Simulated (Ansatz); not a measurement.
System: bcc W. Method: PBE-D4 (Ansatz, a first-principles code, PAW).

Settings: plane-wave cutoff 520 eV, 24×24×24 k mesh, Fermi–Dirac smearing 0.05 eV, no spin polarisation, scalar-relativistic PAW data made under PBE.

Results at a series of volumes:

| V (Å³/atom) | E − E_lowest (meV/atom) |
|---|---|
| 14.841 | 62.87 |
| 15.156 | 26.96 |
| 15.472 | 6.51 |
| 15.788 | 0.00 |
| 16.104 | 6.08 |
| 16.419 | 23.53 |
| 16.735 | 51.23 |

Question: Fit the third-order Birch–Murnaghan equation and give B0 and B′.

Answer: V0 = 15.788 Å³/atom, B0 = 319 GPa, B′ = 4.1 (fit to the energies at full precision).

Measured, for comparison: bulk modulus 312 GPa (zero-point energy and finite temperature contributions removed, our sources range from 300 to 328; as tabulated in doi:10.1021/acs.jctc.3c00612); equilibrium volume per atom 15.78 Å³/atom (static lattice: zero-point anharmonic expansion removed; as tabulated in Mejia-Rodriguez and Trickey (2018), arXiv:1807.09216). Computed (rounded) less measured: bulk modulus +2 % (inside the range of the sources held), equilibrium volume per atom +0.1 %.

Spin–orbit coupling is not included.
